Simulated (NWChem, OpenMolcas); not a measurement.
# A ladder of methods for C2H3F3 (1,1,1-trifluoroethane)

The species is C2H3F3 (8 atoms), meant as a singlet with charge 0. As SMILES, `CC(F)(F)F`. Geometry: relaxed at PBE0-D4/def2-TZVP.

Each level gives the HOMO–LUMO gap (eV). The values are calculated.

| level | kind | program | value (eV) |
| --- | --- | --- | --- |
| SVWN5/cc-pVDZ | LDA | OpenMolcas | 10.11 |
| PBE/cc-pVDZ | GGA | NWChem | 10.04 |
| revPBE/cc-pVDZ | GGA | OpenMolcas | 10.05 |
| TPSS/cc-pVDZ | meta-GGA | NWChem | 10.46 |
| B3LYP/cc-pVDZ | global hybrid | NWChem | 12.12 |
| BHLYP/cc-pVDZ | global hybrid | NWChem | 15.27 |
| M06/cc-pVDZ | hybrid meta-GGA | OpenMolcas | 12.80 |
| wB97X/cc-pVDZ | range-separated hybrid | NWChem | 17.53 |

The values span 10.04 to 17.53 eV. Orbital gaps aren't excitation energies; they tend to grow with the share of exact exchange.
